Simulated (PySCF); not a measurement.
# CO₂, singlet: reading a ladder of total energies

Geometry: MP2(full)/6-31G*, from the G2/97 set.

```json
{"atom": "C", "x (Å)": "0.0000", "y (Å)": "0.0000", "z (Å)": "0.0000"}
{"atom": "O", "x (Å)": "0.0000", "y (Å)": "0.0000", "z (Å)": "-1.1787"}
{"atom": "O", "x (Å)": "0.0000", "y (Å)": "0.0000", "z (Å)": "1.1787"}
```

Basis 6-31G; PySCF 2.14.0. Only valence electrons are correlated (noble-gas cores frozen), which leaves 16 electrons in 24 orbitals. R marks a restricted (for open shells ROHF) determinant.

Full CI isn't at hand for all of this; RCCSDT(Q) serves as the reference, and is uncertain by about the last step of the cluster series.

```
    level  total energy (hartree)
      RHF             -187.513674
     RMP2             -187.869929
    RCCSD             -187.852977
 RCCSD(T)             -187.868835
   RCCSDT             -187.868628
RCCSDT(Q)             -187.870662
```

Q: What is the correlation energy at RCCSDT(Q), and what share of it do RMP2 and RCCSD(T) recover?

A: E(corr) = -187.870662 − (-187.513674) = -0.356988 hartree = -9.714 eV. RMP2: -0.356255 / -0.356988 = 99.79 %. RCCSD(T): -0.355161 / -0.356988 = 99.49 %.

Q: By how many kcal/mol does RCCSD(T) miss RCCSDT(Q) (1 hartree = 627.509 kcal/mol), and which steps make up the rest?

A: -187.868835 − (-187.870662) = 0.001827 hartree = 1.15 kcal/mol. Steps: RCCSDT − RCCSD(T) = 0.13, RCCSDT(Q) − RCCSDT = -1.28 kcal/mol. Differences between like states or geometries often cancel part of this.
